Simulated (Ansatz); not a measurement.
# C4H10O: one species, many methods

An exercise on one series of results from a longer session: the logs are not shown, and one member is left open.

Program: Ansatz 0.2.0, Gaussian basis. Level of theory: functionals in def2-TZVPP, the program's frozen cores in correlated methods. These are calculated values, not measurements.

Levels to be run: PBE-D4, r2SCAN-D4, PBE0-D4, B3LYP-D4, ωB97X-V, ωB97M-V, B2PLYP; CCSD(T)/def2-TZVPP; MP2/def2-QZVPP; extrapolation to the limit.

## The geometry

The geometry comes from an earlier relaxation with PBE0-D4 in a triple-zeta def2 set; it is a stationary point, not always the lowest conformer.

SMILES `CCCOC`, 15 atoms, charge 0, spin multiplicity 1.

Atoms are counted from 1 here; the program's logs count them from 0.

Bond lengths: C1–C2 1.519 Å, C1–H6 1.094 Å, C1–H7 1.092 Å, C1–H8 1.091 Å, C2–C3 1.511 Å, C2–H9 1.095 Å, C2–H10 1.095 Å, C3–O4 1.405 Å, C3–H11 1.102 Å, C3–H12 1.103 Å, O4–C5 1.398 Å, C5–H13 1.090 Å, C5–H14 1.100 Å, C5–H15 1.100 Å. Angles: C2–C1–H6 111.0°, C2–C1–H7 111.3°, C2–C1–H8 110.8°, H6–C1–H7 107.8°, H6–C1–H8 107.8°, H7–C1–H8 108.2°, C1–C2–C3 113.1°, C1–C2–H9 110.3°, C1–C2–H10 110.2°, C3–C2–H9 107.9°, C3–C2–H10 108.5°, H9–C2–H10 106.7°, C2–C3–O4 109.3°, C2–C3–H11 110.4°, C2–C3–H12 110.2°, O4–C3–H11 109.9°, O4–C3–H12 109.8°, H11–C3–H12 107.2° and more.

As a file:

```xyz
15
C4H10O
C    -1.59038   -0.73711   -1.03817
C    -0.37484   -1.30013   -0.32246
C     0.66873   -0.25212   -0.01320
O     0.12511    0.69960    0.86593
C     1.02788    1.72216    1.17223
H    -1.30786   -0.28462   -1.99330
H    -2.32576   -1.51791   -1.24402
H    -2.07244    0.03314   -0.43422
H     0.09847   -2.07723   -0.93172
H    -0.67660   -1.77661    0.61580
H     1.55794   -0.71733    0.44091
H     0.99842    0.24242   -0.94248
H     0.52945    2.41254    1.85343
H     1.93162    1.33105    1.66155
H     1.33654    2.27215    0.27153
```

The first run:

Contents of in.yaml:

```yaml
crystal:
  periodic: [false, false, false]
  atoms:
    - {symbol: C, position_ang: [-1.590377, -0.737114, -1.038171]}
    - {symbol: C, position_ang: [-0.374837, -1.300131, -0.322457]}
    - {symbol: C, position_ang: [0.668735, -0.252119, -0.013198]}
    - {symbol: O, position_ang: [0.125112, 0.699599, 0.865927]}
    - {symbol: C, position_ang: [1.027875, 1.722160, 1.172229]}
    - {symbol: H, position_ang: [-1.307860, -0.284623, -1.993295]}
    - {symbol: H, position_ang: [-2.325762, -1.517905, -1.244025]}
    - {symbol: H, position_ang: [-2.072435, 0.033139, -0.434220]}
    - {symbol: H, position_ang: [0.098475, -2.077226, -0.931723]}
    - {symbol: H, position_ang: [-0.676603, -1.776612, 0.615803]}
    - {symbol: H, position_ang: [1.557936, -0.717328, 0.440910]}
    - {symbol: H, position_ang: [0.998423, 0.242424, -0.942484]}
    - {symbol: H, position_ang: [0.529450, 2.412541, 1.853426]}
    - {symbol: H, position_ang: [1.931625, 1.331047, 1.661554]}
    - {symbol: H, position_ang: [1.336543, 2.272150, 0.271525]}
basis:
  gaussian: {orbitals: def2-TZVPP}
hamiltonian: {xc: pbe, dispersion: d4}
output: {forces: true, orbitals: {seedname: orbitals}}
```

On the command line:

```
$ ansatz run in.yaml --threads 4 --pin off --events-out ev --progress --plain --max-ram 10444MiB
```

Steps of the session up to this table: PBE-D4 (GGA); r2SCAN-D4 (meta-GGA); PBE0-D4 (hybrid); B3LYP-D4 (hybrid); ωB97X-V (range-separated); ωB97M-V (range-separated); B2PLYP (double hybrid); CCSD(T) in def2-TZVPP; MP2 in def2-QZVPP.

One table of the session follows, with a row left open; its other results are not shown here.

```
            method  atoms, summed (eV)  atomisation energy (kcal/mol)
            PBE-D4           -6290.992                         1415.4
         r2SCAN-D4           -6296.431                         1392.2
           PBE0-D4           -6292.645                         1396.1
          B3LYP-D4           -6300.952                         1391.3
           ωB97X-V           -6298.340                         1391.8
           ωB97M-V           -6296.819                         1393.5
            B2PLYP           -6295.250                         1377.6
     HF/def2-TZVPP           -6274.500                         1036.2
    MP2/def2-TZVPP           -6285.551                         1373.6
   CCSD/def2-TZVPP                   ?                              ?
CCSD(T)/def2-TZVPP           -6288.523                         1360.3
           MP2/CBS           -6287.595                         1403.5
       CCSD(T)/CBS           -6290.567                         1390.2
```

Estimate the missing values for CCSD/def2-TZVPP.

The run gave: atoms, summed (eV): -6288.225; atomisation energy (kcal/mol): 1343.9. In the column «atoms, summed (eV)» it lies between CCSD(T)/def2-TZVPP (-6288.523) and MP2/CBS (-6287.595).
